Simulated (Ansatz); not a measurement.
## Structure relaxation of Na2Y

The calculation used Ansatz, DFT PBE, scalar-relativistic, plane waves, PAW.

The start puts Na2Y on the CaCl2 structure type (Pnnm, No. 58), with Y in place of Ca, Na in place of Cl, at a guessed volume.

Input of the last, converged step (default PAW datasets):

```yaml
crystal:
  lattice:
    - [-1.6457604869, 3.0997409781, 5.1689106831]
    - [1.6457604869, -3.0997409781, 5.1689106831]
    - [1.6457604869, 3.0997409781, -5.1689106831]
  atoms:
    - { symbol: Na, position: [0.6768560695, 0.1768560695, 0.5] }
    - { symbol: Na, position: [0.3231439305, 0.8231439305, 0.5] }
    - { symbol: "Y", position: [0.0, 0.0, 0.0] }
basis:
  ecutwfc: 420
kpoints:
  mp_grid: { grid: [16, 16, 16] }
hamiltonian:
  xc: pbe
scf:
  occupations: { method: gaussian, width: 0.1 }
output:
  forces: true
  stress: true
  eigenvalues: true
relax:
  adjacent_minimum: "off"
  f_tol: 0.01
  max_steps: 80
  cell: { stress_tol: 0.05 }
```

Launched as:

```bash
ansatz run input.yaml --threads 1 --pin off --max-ram 2560MiB --backend cpu --events-out ev --progress --plain --runs-dir out
```

It took 68 s on 1 thread of AMD EPYC 9B45 (Zen 5), on a shared host, peak memory 1.3 GiB.

End of the output:

```
SCF converged after 5 iterations
Free energy (F): -6820.280263 eV
Harris-Foulkes:  -6820.280263 eV  (|F-HF|=1.82e-12)
Internal energy: -6820.260637 eV  (E = F + TS)
E sigma→0 (E₀):  -6820.270450 eV
Entropy (-TS):   -0.019626 eV (-6.542 meV/atom)
Fermi energy:    4.136155 eV
--- Per-component energies (eV) ---
  E_band       = -615.117822
  E_kinetic    = 543.900827
  E_local      = -3514.897295  (includes V_loc(G=0)·N_el)
  E_nonlocal   = 280.954887
  E_hartree    = 1251.914114
  E_xc         = -248.781427
  E_vxc        = -295.935824  (∫ρ·V_xc dr)
  E_paw        = -3351.670853  (= ΣΔE_a)
  E_vpaw       = -132.968582  (= ΣTr[D̂ρ^β])
  E_aug_tail   = -0.000063  (compensation charges beyond the density's cutoff)
  E_ewald      = -1781.680828
  E_smearing   = -0.019626  (= −TS)
  E_closure    = 0.000000  (closes the sum)
  Σ components = -6820.280263   (vs F -6820.280263, Δ=0.00e0)
--- Forces (eV/Å), atoms counted from 1 ---
  atom   1  Na     0.00000000     0.00000000    -0.00125741
  atom   2  Na     0.00000000     0.00000000     0.00125741
  atom   3  Y      0.00000000     0.00000000     0.00000000
  max |Σ_I F_I| component: 2.17e-19 eV/Å
--- Stress (GPa, compression-positive) ---
        0.015462       0.000000       0.000000
        0.000000       0.008545       0.000000
        0.000000       0.000000      -0.022034
  P = ⅓ Tr σ = 0.0007 GPa (0.007 kbar)
--- Relaxed structure (3 steps of the walk, 3 accepted, 1 SCFs on fresh bases) ---
  F+E_penalty+E_count = -6820.28026252 eV   max|allowed force component| = 1.257e-3 eV/Å   (the final SCF, on the basis selected at the relaxed cell)
  cell:  # Å, volume = 104.3729 Å³
    - [-1.629789, 3.108171, 5.150997]
    - [1.629789, -3.108171, 5.150997]
    - [1.629789, 3.108171, -5.150997]
  atoms:
    - { symbol: Na, position: [0.676540, 0.176540, 0.5] }
    - { symbol: Na, position: [0.323460, 0.823460, 0.5] }
    - { symbol: Y, position: [0.000000, 0.000000, 0.0] }
```

Absolute energies hang on the potentials; compare differences alone.

The result has space group Immm (No. 71). Around Na lie 2 Na at 3.26 Å, 4 Y at 3.60–3.71 Å and 5 Na at 3.64–3.82 Å; Y has 2 Y at 3.26 Å and 8 Na at 3.60–3.71 Å.

Against the elements it lies at 0.41 eV/atom. The zero of energy is the elements' standard structures at the same level; no fitted shifts are applied.

The k mesh leaves about 4 meV/atom of noise in metals.

A structure relaxed within its symmetry needn't be a true minimum.